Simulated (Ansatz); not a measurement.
Ansatz (a quantum-chemistry and plane-wave program) input:

Ansatz 0.2 input:
```yaml
crystal:
  periodic: [false, false, false]
  atoms:
    - {symbol: C, position_ang: [1.54226198, 0.72996162, 0.05913173]}
    - {symbol: C, position_ang: [0.03147153, 0.87647747, 0.07696837]}
    - {symbol: S, position_ang: [-0.75215962, -0.79176236, -0.15332890]}
    - {symbol: H, position_ang: [-2.03095721, -0.51767938, 0.19283843]}
    - {symbol: H, position_ang: [-0.35906008, 1.29008580, 1.00363141]}
    - {symbol: H, position_ang: [-0.34842124, 1.44480575, -0.77233556]}
    - {symbol: H, position_ang: [1.97076533, 1.73043328, 0.13310748]}
    - {symbol: H, position_ang: [1.90704565, 0.14971257, 0.90670344]}
    - {symbol: H, position_ang: [1.90018607, 0.28177778, -0.86753168]}
    - {symbol: H, position_ang: [-0.44740576, -1.34957244, 1.04024839]}
basis:
  gaussian:
    orbitals: 6-31G*
total_charge: 1
magnetization: {spin_polarized: false}
correlation: {method: ccsd_t, electrons: outside_noble_gas}
```

Which total energy does the run end on?

-477.48314 Eh (CCSD(T)/6-31G*).

It need not be the lowest isomer of its formula.
